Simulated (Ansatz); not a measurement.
# C₂H₂N₂O: taking an electron away

An exercise on one series of results from a longer session: the logs are not shown, and one member is left open.

The runs use Ansatz 0.2.0, Gaussian basis; unrestricted cation, the program's frozen cores in correlated methods.

The runs, in order: UKS PBE-D4/def2-TZVPP; UKS r2SCAN-D4/def2-TZVPP; UKS PBE0-D4/def2-TZVPP; UKS B3LYP-D4/def2-TZVPP; UKS wB97X-V/def2-TZVPP; UKS wB97M-V/def2-TZVPP; UKS B2PLYP/def2-TZVPP; UHF-CCSD(T)/def2-TZVPP; UHF-CCSD(T)/def2-QZVPP; extrapolation to the limit; then −ε(HOMO) from the neutral's earlier runs with LDA (SPW92), PBE-D4, revPBE-D4, BLYP-D4, r2SCAN-D4, B97M-V, PBE0-D4, B3LYP-D4, r2SCANh-D4, r2SCAN0-D4, HSE06-D4, BHLYP-D4, CAM-B3LYP-D4, LC-ωPBE, ωB97X-V, ωB97M-V.

## Structure used throughout

The geometry comes from an earlier relaxation with PBE0-D4 in a triple-zeta def2 set; it is a stationary point, not always the lowest conformer.

7 atoms, charge 0, spin multiplicity 1.

Atoms are counted from 1 here; the program's logs count them from 0.

Bond lengths: C1–N2 1.282 Å, C1–O5 1.348 Å, C1–H6 1.078 Å, N2–N3 1.386 Å, N3–C4 1.282 Å, C4–O5 1.348 Å, C4–H7 1.078 Å. Angles: N2–C1–O5 113.2°, N2–C1–H6 128.5°, O5–C1–H6 118.2°, C1–N2–N3 105.9°, N2–N3–C4 105.9°, N3–C4–O5 113.2°, N3–C4–H7 128.5°, O5–C4–H7 118.2°, C1–O5–C4 101.7°.

Set-up of the first run:

in.yaml reads:

```yaml
crystal:
  periodic: [false, false, false]
  atoms:
    - {symbol: C, position_ang: [-0.220075, 0.735777, 0.717496]}
    - {symbol: N, position_ang: [-1.096728, 0.696670, -0.216746]}
    - {symbol: N, position_ang: [-0.686383, -0.305269, -1.082046]}
    - {symbol: C, position_ang: [0.398735, -0.775004, -0.587349]}
    - {symbol: O, position_ang: [0.766435, -0.168247, 0.558276]}
    - {symbol: H, position_ang: [-0.185007, 1.382727, 1.578831]}
    - {symbol: H, position_ang: [1.023023, -1.566644, -0.968462]}
basis:
  gaussian: {orbitals: def2-TZVPP}
total_charge: 1
magnetization: {spin_polarized: true, initial_magnetization: 1}
hamiltonian: {xc: pbe, dispersion: d4}
```

Run with:

```console
$ ansatz run in.yaml --threads 2 --pin off --events-out ev --progress --plain --max-ram 32768MiB --backend cpu
```

Steps of the session up to this table: Cation, UKS PBE-D4/def2-TZVPP; Cation, UKS r2SCAN-D4/def2-TZVPP; Cation, UKS PBE0-D4/def2-TZVPP; Cation, UKS B3LYP-D4/def2-TZVPP; Cation, UKS wB97X-V/def2-TZVPP; Cation, UKS wB97M-V/def2-TZVPP; Cation, UKS B2PLYP (frozen core)/def2-TZVPP; Cation, UHF-CCSD(T)/def2-TZVPP; Cation, UHF-CCSD(T)/def2-QZVPP.

One table of the session follows, with a row left open; its other results are not shown here.

Orbital estimates, from the neutral's runs:

```
  functional  −ε(HOMO) (eV)
 LDA (SPW92)           6.75
      PBE-D4           6.65
   revPBE-D4           6.60
     BLYP-D4           6.56
   r2SCAN-D4           7.06
      B97M-V           7.30
     PBE0-D4           8.38
    B3LYP-D4           8.11
  r2SCANh-D4           7.69
  r2SCAN0-D4              ?
    HSE06-D4           7.97
    BHLYP-D4           9.53
CAM-B3LYP-D4           9.89
     LC-ωPBE          11.25
     ωB97X-V          10.89
     ωB97M-V          10.79
```

Estimate the missing values for r2SCAN0-D4.

Worked estimate for «−ε(HOMO) (eV)». Against the share of exact exchange, r2SCAN-D4 (0, 7.06), r2SCANh-D4 (0.1, 7.69) give a slope of 6.30 per unit share; at 0.25 the line stands at 8.63.

**Answer.** −ε(HOMO) (eV): 8.66. In «−ε(HOMO) (eV)» the line misses by -0.03.
